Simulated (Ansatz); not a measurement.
A-type hexagonal La2O3 was calculated with revPBE (plane waves, PAW; Ansatz, an electronic-structure program).

Run with plane-wave cutoff 520 eV, 12×12×6 k mesh (along the axes of the cell as run), Fermi–Dirac smearing 0.01 eV, scalar-relativistic PAW data made under PBE.

Response to compression and expansion:

Shape and atoms are relaxed at each volume.

```csv
V (Å³/atom),P (GPa),direct gap at Γ (eV),smallest gap on the k mesh (eV),c (Å)
16.304,4.55,4.503,3.902,6.108
16.644,2.16,4.403,3.884,6.186
16.983,-0.01,4.304,3.865,6.261
17.323,-1.97,4.206,3.844,6.334
17.663,-3.75,4.109,3.820,6.405
```

The fundamental gap (3.86 eV at the equilibrium volume, with added k points) lies elsewhere than Γ–Γ.

Note: the bulk modulus comes from volumes at which shape and atoms were relaxed.

Spin–orbit coupling is not included.
